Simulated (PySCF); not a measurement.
Gas-phase reaction: Si + 2 CH₃ → (CH₃)₂Si

Energies from PySCF, thermal terms from the rigid-rotor harmonic-oscillator model, ideal gas at 1 bar. † marks an energy on the PBE0/def2-TZVP geometry and frequencies; other levels use their own. CCSD(T) freezes the core. 6-31G* has spherical d functions here. Open shells (unrestricted): Si (multiplicity 3), CH₃ (multiplicity 2); the rest are closed-shell singlets. Spin-orbit splitting is ignored; it lowers the true energy and changes the entropy of Si. (CH₃)₂Si: computed as isolated molecules; such fragments, hydroxides, amides, oligomers or adducts are transient or little studied in the gas. CCSD(T) isn't extrapolated to the basis-set limit.

ωB97X-V/def2-TZVP† gives ΔH°(298 K) = -614 kJ.

### Question
What do HF/6-31G*, CCSD(T)/def2-SVP†, ωB97M-V/def2-TZVP† give?

### Answer
HF/6-31G*: -351 kJ; CCSD(T)/def2-SVP†: -546 kJ; ωB97M-V/def2-TZVP†: -617 kJ. For scale, ΔH°(298 K) is -614 kJ at this level, -617 kJ at ωB97M-V/def2-TZVP†, and runs from -761 to -351 kJ over the 20 levels computed.
